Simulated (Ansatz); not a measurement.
```yaml
crystal:
  periodic: [false, false, false]
  atoms:
    - {symbol: C, position_ang: [-0.689302, 1.018261, -0.888089]}
    - {symbol: S, position_ang: [1.021467, 0.429146, -0.730313]}
    - {symbol: Si, position_ang: [0.748583, -0.986597, 0.829700]}
    - {symbol: H, position_ang: [-1.359333, 0.206856, -1.172293]}
    - {symbol: H, position_ang: [-0.691676, 1.769919, -1.676857]}
    - {symbol: H, position_ang: [-1.033246, 1.478296, 0.038273]}
    - {symbol: H, position_ang: [2.081281, -1.581821, 1.092742]}
    - {symbol: H, position_ang: [-0.216046, -2.046390, 0.428823]}
    - {symbol: H, position_ang: [0.226870, -0.333868, 2.061015]}
basis:
  gaussian: {orbitals: def2-SVPD}
magnetization: {spin_polarized: true, initial_magnetization: 0}
hamiltonian: {xc: {name: SPW92}}
output: {forces: true}
```

```sh
$ ansatz run in.yaml --threads 4 --pin off --events-out ev --progress --plain --max-ram 10444MiB
```

Shortened log:

```
Functional definition: SPW92
1051 factors; their error is unknown
mean field evaluation 1: about -19755.6272 eV, gradient 3.4e1 eV
mean field evaluation 2: about -19746.9286 eV, gradient 5.0e1 eV
mean field evaluation 4: about -19761.3554 eV, gradient 2.3e0 eV
mean field evaluation 8: about -19761.3919 eV, gradient 3.7e-2 eV
mean field evaluation 16: about -19761.3660 eV, gradient 1.4e-5 eV
mean field -19761.36602566 eV, -726.2168067082 hartree, gradient 1.4e-5 eV, S^2 0.000000; 0 other end points of the search recorded, 0 dependent functions left out
reference -19761.36607438 eV, -726.2168084985 hartree; 21, 21 occupied and 98, 98 virtual orbitals, 1051 factors
Total energy: -19761.36607438 eV, -726.2168084985 hartree
Atom 0 at    -0.689302     1.018261    -0.888089 Å, force     0.553868    -0.219796     0.081660 eV/Å
Atom 1 at     1.021467     0.429146    -0.730313 Å, force     0.111881     0.132957    -0.170058 eV/Å
Atom 2 at     0.748583    -0.986597     0.829700 Å, force    -0.005226     0.044610    -0.045181 eV/Å
Atom 3 at    -1.359333     0.206856    -1.172293 Å, force    -0.396139    -0.466300    -0.167586 eV/Å
Atom 4 at    -0.691676     1.769919    -1.676857 Å, force    -0.008198     0.408647    -0.427056 eV/Å
Atom 5 at    -1.033246     1.478296     0.038273 Å, force    -0.206946     0.271442     0.535008 eV/Å
Atom 6 at     2.081281    -1.581821     1.092742 Å, force     0.293096    -0.111812     0.037873 eV/Å
Atom 7 at    -0.216046    -2.046390     0.428823 Å, force    -0.222309    -0.227959    -0.111118 eV/Å
Atom 8 at     0.226870    -0.333868     2.061015 Å, force    -0.120027     0.168212     0.266458 eV/Å
Dipole moment:    -0.297761     0.033800     0.044700 e Å
```

It took 0.75 s on 4 threads of an Arm Neoverse V2 on a shared host, with 0.37 GiB of host memory at the peak.
